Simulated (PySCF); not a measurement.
Species, as SMILES: ClCl (Cl2).
Geometry (B3LYP-D3(BJ)/def2-TZVP, fixed):
```
Cl
Cl 1 2.0135
```
Charge 0, spin multiplicity 1.

How fast the mean static polarisability converges with the basis for several methods (PySCF): deviation from each method's own reference, in %. References: HF 30.45 bohr³, the value in aug-pcseg-3; PBE 32.09 bohr³, the value in aug-pcseg-3; PBE0 31.14 bohr³, the value in aug-pcseg-3. All functions are spherical. Density fitting with generated auxiliary sets. No added dispersion term, no relativity. 

| basis | functions | HF | PBE | PBE0 |
|---|---|---|---|---|
| STO-3G | 18 | -73.5 | -77.7 | -76.4 |
| 6-31G** | 36 | -37.9 | -44.4 | -42.2 |
| 6-31+G* | 44 | -30.1 | -33.6 | -32.9 |
| aug-pcseg-1 | 54 | 0.0 | -1.5 | -0.9 |
| aug-cc-pV(D+d)Z | 64 | -5.2 | -7.3 | -6.2 |
| def2-TZVP | 74 | -24.4 | -29.0 | -27.0 |
| 6-311++G(3df,3pd) | 94 | -4.0 | -5.7 | -4.8 |
| aug-pcseg-2 | 100 | -0.3 | -1.0 | -0.8 |
| def2-TZVPPD | 102 | 0.0 | -0.5 | -0.3 |
| aug-cc-pV(T+d)Z | 110 | -0.8 | -1.8 | -1.3 |
| aug-pcseg-3 | 178 | 0.0 | 0.0 | 0.0 |
| cc-pV(5+d)Z | 200 | -8.4 | -11.3 | -9.8 |

Mean absolute deviation over def2-TZVP, 6-311++G(3df,3pd), aug-pcseg-2, def2-TZVPPD, aug-cc-pV(T+d)Z: HF 5.9, PBE0 6.8, PBE 7.6 %.
